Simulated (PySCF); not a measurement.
**Computed properties of ClH, SMILES Cl**

hydrogen chloride (ClH), SMILES Cl. Geometry: PBE0-D3(BJ)/def2-TZVPD. The values are those of a single conformer. All values are computed for the isolated molecule unless a solvent is named; none is compared with measurement here.

**Structure.** The optimised structure has C∞v symmetry. All 1 harmonic modes at PBE0-D3(BJ)/def2-TZVPD (PySCF) are real, so it is a minimum.

**Vibrations.** The strongest infrared lines (harmonic, unscaled, degenerate partners summed) lie at 2996 cm⁻¹ (47 km/mol, H 97 %). The softest mode is at 2996 cm⁻¹ and the zero-point energy is 4.3 kcal/mol.

**Electronic structure.** HF/def2-TZVPD (PySCF) places the frontier levels at -12.98 and 1.91 eV, a gap of 14.89 eV, and gives a dipole moment of 1.19 D and a mean polarisability of 16.7 bohr³. PBE/def2-TZVPD (PySCF) at the same geometry gives -8.04 and -0.98 eV, so its gap is 7.83 eV narrower. An orbital gap is neither the optical nor the fundamental gap.

**Excitations.** TDDFT-ωB97X/def2-TZVPD (PySCF) has S1 at 7.90 eV (157 nm, f = 0.042, weak); the most intense of the 10 singlets computed lies at 9.99 eV (f = 0.28). Strengths of degenerate partners are summed. T1 (TDA) is at 7.30 eV. TDDFT-PBE/def2-TZVPD (PySCF) puts S1 at 7.28 eV. No vertical singlet excitation falls in the visible range (under 3.1 eV).

**NMR.** GIAO shifts at PBE0/pcSseg-2 (PySCF) (non-relativistic, atoms alike by connectivity averaged): ¹H at 0.9 ppm against TMS. Without spin–orbit terms, shifts of atoms bonded to Cl or Br come out too high.
